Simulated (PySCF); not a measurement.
# C3H5O2: g tensor and hyperfine couplings

Compound: C₃H₅O₂ (doublet state).
Z-matrix (Å and degrees, GFN2-xTB geometry), rows numbered from 1:
```
C 
O   1  1.3369
C   2  1.3600  1  120.13
C   3  1.5018  2  110.50  1  -179.97
O   3  1.2064  2  122.84  1     0.03
H   1  1.0740  2  119.90  3     0.03
H   1  1.0698  2  115.44  3  -179.93
H   4  1.0878  3  109.73  2    58.92
H   4  1.0854  3  109.40  2   179.60
H   4  1.0879  3  109.75  2   -59.74
```

The hyperfine couplings belong to this conformer and change with its torsions.

As a line formula: `[CH2]OC(C)=O` [radical].

Computed with UKS B3LYP, pcH-1 on C H O, non-relativistic, mean-field spin-orbit, GIAO in PySCF. Geometry: GFN2-xTB, one conformer, isolated molecule. A GFN2-xTB geometry isn't a minimum of the functional, and hyperfine couplings can be far from their values at a DFT geometry. Stability of the SCF solution: not tested.

```json
{"g1, g2, g3": "2.00213, 2.00267, 2.00385", "g_iso": "2.00288", "Form of g": "rhombic: the two nearest values differ by 31 % of g3 − g1", "⟨S²⟩": "0.7536 (exact 0.7500)", "α and β electrons": "20, 19", "Total energy": "-267.74367 Eh", "Basis functions": "175"}
```

Hyperfine couplings atom by atom, in MHz; T1 to T3 are the principal values of the dipolar part:

| atom | isotope | a_iso | T1 | T2 | T3 | Mulliken spin population |
| --- | --- | --- | --- | --- | --- | --- |
| C1 | 13C | 86.8 | -80.4 | -77.8 | 158.2 | 0.97 |
| O2 | 17O | -8.7 | -34.2 | 16.1 | 18.1 | 0.04 |
| C3 | 13C | 4.2 | -5.3 | -2.5 | 7.8 | 0.03 |
| C4 | 13C | -3.6 | -0.6 | 0.1 | 0.6 | -0.01 |
| O5 | 17O | -2.9 | -15.5 | 7.2 | 8.3 | 0.05 |
| H6 | 1H | -66.2 | -36.7 | -0.4 | 37.1 | -0.04 |
| H7 | 1H | -65.9 | -38.1 | 0.0 | 38.1 | -0.05 |
| H8 | 1H | 8.0 | -1.8 | -1.4 | 3.2 | 0.00 |
| H9 | 1H | -0.7 | -1.1 | -1.1 | 2.2 | 0.00 |
| H10 | 1H | 8.2 | -1.8 | -1.4 | 3.2 | 0.00 |

The largest Mulliken spin population is on C1 (+0.97). The angles at C1 add up to 360.0°, so it is planar; its axial dipolar tensor and the negative couplings of its protons fit spin in a p orbital normal to that plane.

Axes: g3 points within 7° of the C1–H7 bond.

Under fast tumbling the dipolar parts average out, and these isotropic splittings remain: 1 × 1H (H6, I = 1/2, 2 lines) with 2.36 mT, 1 × 1H (H7, I = 1/2, 2 lines) with 2.35 mT and 3 × 1H (H8/H9/H10, I = 1/2, 4 lines) with 0.18 mT.

Class means assume fast exchange of nuclei equivalent by connectivity; if that motion is slow, each nucleus keeps its own coupling. H6 and H7 aren't averaged: C1 is flat or nearly so (angle sum 360°), and its turn about the short C1–O2 bond (1.34 Å) is taken as slow. The three 1H nuclei of mean +5.1 MHz run from -0.7 to 8.2 MHz in the frozen geometry.

The 17O coupling of O2 (-8.7 MHz) shows only in satellite lines or after enrichment, since that isotope makes up about 0.038 % of natural oxygen.

The 13C coupling of C1 (86.8 MHz) shows only in satellite lines or after enrichment, since that isotope makes up about 1.07 % of natural carbon.

β density exceeds α density at some nuclei, such as H6 (-0.0148), H7 (-0.0147) and C4 (-0.0032), spin density in bohr⁻³. In a single determinant that takes different orbitals for the two spins, that is spin polarisation.
